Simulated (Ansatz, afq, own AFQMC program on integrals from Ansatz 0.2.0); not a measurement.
## HfS, triplet in def2-SVP, levels against CCSDT(Q)

```xyz
2

Hf    0.0000    0.0000    0.0000
S     0.0000    0.0000    2.1637
```

Basis def2-SVP with its core potentials. Only valence electrons are correlated. Ansatz 0.2.0 and our own AFQMC program on the same integrals; the CISD trial comes from CCSD amplitudes, and released means the phaseless constraint is let go. Error bars are statistical, one sigma. No spin–orbit coupling. The metal's outer-core s and p shells are frozen, which shifts wave-function levels against functionals.

Determinant: UHF, the one that the program's search chose, which needn't be the lowest solution. The geometry is a PBE0/def2-TZVP stationary point of this or a neighbouring charge and spin state.

No full CI on the walks' own integrals is used here; CCSDT(Q) serves as the reference and is uncertain by about the last step of the cluster series.

Cautions: no spin-orbit coupling; outer-core shells of the metal frozen; another spin lies lower (by 852 meV); (T) is large, 6 % of the CCSD correlation; the released energies have errors that jump between times, so the bars are unsure, so no released level is given (meV from the phaseless value at times in 1/Eh: -7 ± 4 at 0.60, -14 ± 3 at 1.20, -122 ± 110 at 2.00, -17 ± 6 at 3.00, -20 ± 11 at 4.20), though the last usable value meets CCSDT(Q) within the noise.

```
T1 diagnostic                               : 0.0354
weight of the determinant in the CISD state : 0.873
⟨S²⟩ of the determinant                     : 2.026
size of the correlated space                : 10 electrons in 41 orbitals
```

Reference: CCSDT(Q), correlation energy -5.691 eV.

```json
{"level": "HF", "E − E(reference) (kJ/mol)": "549.1", "share of correlation (%)": "0.00"}
{"level": "MP2", "E − E(reference) (kJ/mol)": "63.5", "share of correlation (%)": "88.44"}
{"level": "CCSD", "E − E(reference) (kJ/mol)": "36.0", "share of correlation (%)": "93.45"}
{"level": "CCSD(T)", "E − E(reference) (kJ/mol)": "3.9", "share of correlation (%)": "99.29"}
{"level": "CCSDT", "E − E(reference) (kJ/mol)": "1.9", "share of correlation (%)": "99.65"}
{"level": "ph-AFQMC/CISD", "E − E(reference) (kJ/mol)": "3.1 ± 0.7", "share of correlation (%)": "99.43"}
```

A walk keeps the symmetry of its determinant, which the program's search chose and which needn't be the lowest solution, so a lower state of the same spin and another symmetry isn't excluded.
